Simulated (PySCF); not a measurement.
**Relaxation of singlet ClF₄⁺**

These are results of PBE in PySCF with Cl def2-SVP, F def2-SVP; no relativity; density-fitted integrals, not measurements. A (50,194) grid was used.

A hand-made tetrahedral start, of Td symmetry, held to at least that symmetry:

Coordinates in bohr (charge 1 multiplicity 1):
```
Cl    0.0000    0.0000    0.0000
F     2.4647    0.0000    1.7428
F    -2.4647    0.0000    1.7428
F     0.0000    2.4647   -1.7428
F     0.0000   -2.4647   -1.7428
```

Task: What forces act on the atoms at the start (eV/Å)?

Result: 
| atom | Fx | Fy | Fz |
| --- | --- | --- | --- |
| Cl1 | 0.00 | 0.00 | 0.00 |
| F2 | 3.85 | 0.00 | 2.70 |
| F3 | -3.85 | 0.00 | 2.70 |
| F4 | 0.00 | 3.85 | -2.70 |
| F5 | 0.00 | -3.85 | -2.70 |

Task: What does it relax to?

Result: It ends at Td with Cl–F 1.742 Å (×4); F–Cl–F 109.5° (×6) (after a last refinement on a finer grid). A frequency run shows 3 imaginary modes (one degenerate set), down to 153i cm⁻¹, so it is a higher-order saddle point.

Task: How much energy is released, and in how many steps?

Result: 111.2 kJ/mol in 3 steps.

The relaxation took about 19 core-seconds on a shared host.
